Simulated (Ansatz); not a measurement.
Abridged output of a molecular run in Ansatz:

```
Functional definition: HF
1790 factors; integrals over basis functions are off by at most 1.1e-3 eV
mean field evaluation 1: about -9660.2561 eV, gradient 3.9e1 eV
mean field evaluation 2: about -9660.5020 eV, gradient 3.9e1 eV
mean field evaluation 4: about -9664.1488 eV, gradient 4.9e0 eV
mean field evaluation 8: about -9664.2115 eV, gradient 2.6e-1 eV
mean field -9664.21173346 eV, -355.1532305668 hartree, gradient 1.7e-6 eV, S^2 0.000000; 0 other end points of the search recorded, 0 dependent functions left out
6 core orbitals not correlated: weight in the atoms' cores, before any rotation towards them, 1.000 or more for the frozen orbitals, at most 0.000 for the correlated occupied ones
reference -9664.21173346 eV, -355.1532305668 hartree; 19, 19 occupied and 273, 273 virtual orbitals, 1790 factors
second order -32.32234904 eV of doubles, -0.00000000 eV of singles
cycle   1  -32.70476556 eV  change   -3.8e-1 eV  update   1.1e-1
cycle   2  -33.38150893 eV  change   -6.8e-1 eV  update   3.1e-2
cycle   3  -33.53670487 eV  change   -1.6e-1 eV  update   1.5e-2
cycle   4  -33.52663219 eV  change    1.0e-2 eV  update   2.8e-3
cycle   5  -33.52569559 eV  change    9.4e-4 eV  update   1.1e-3
cycle   6  -33.52651409 eV  change   -8.2e-4 eV  update   2.9e-4
cycle   7  -33.52648743 eV  change    2.7e-5 eV  update   1.1e-4
cycle   8  -33.52642280 eV  change    6.5e-5 eV  update   3.1e-5
cycle   9  -33.52641812 eV  change    4.7e-6 eV  update   1.1e-5
perturbative correction -1.15760945 eV, -0.0425413624 hartree
Total energy: -9698.89576102 eV, -356.4278450700 hartree
```

Its atoms:

```xyz
14

C    -1.434   -1.162    0.626
C    -0.137   -0.373    0.675
C     0.126    0.396   -0.601
F     0.162   -0.487   -1.672
C     1.430    1.144   -0.557
F     1.549    1.983   -1.644
H    -1.590   -1.715    1.554
H    -2.292   -0.499    0.483
H    -1.423   -1.877   -0.197
H     0.708   -1.046    0.860
H    -0.161    0.341    1.504
H    -0.688    1.101   -0.806
H     1.482    1.752    0.352
H     2.268    0.440   -0.575
```

**Question.** Which basis set was used?
A. def2-SVP
B. def2-TZVPP
C. def2-SVPD
D. cc-pV(D+d)Z

**Answer.** B. It gives 298 functions.

**Question.** Write the keys of the input that set method, charge and spin (a neutral closed shell needs none for the last two).

**Answer.** 
```yaml
correlation: {method: ccsd_t}
```
